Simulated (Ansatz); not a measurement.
System: C2H7O, charge 1, singlet. C2H7O+ (SMILES CC[OH2+]).
B3LYP-D3(BJ)/def2-TZVP minimum from Ansatz (a first-principles code):
```
C
H 1 1.0860
H 1 1.0870 2 111.99
C 1 1.4933 2 114.58 3 -133.36
H 4 1.0891 1 111.93 2 -51.83
H 4 1.0914 5 110.42 1 125.92
H 4 1.0932 5 107.92 6 116.66
O 1 1.5653 2 101.31 3 111.37
H 8 0.9757 1 114.62 2 -61.28
H 8 0.9759 9 110.18 1 129.35
```
Charge +1, spin multiplicity 1.

Total energies in cc-pVDZ, 20 correlated electrons, 3 frozen orbitals. UHF or UKS for unpaired electrons; spin-orbit terms are left out. Cores are frozen in correlated methods. No relativity.

```tsv
method	program	energy (Eh)	minus CCSDT(Q) (mEh)
HF	Ansatz	-154.40834	531.58
MP2	Ansatz	-154.88532	54.60
CCSD	Ansatz	-154.92590	14.02
CCSD(T)	Ansatz	-154.93828	1.64
CCSDT(Q)	Ansatz	-154.93992	0.00
```

Rough core times of Ansatz's runs on a shared machine: CCSD(T) under 20 s, CCSDT(Q) 9 min.
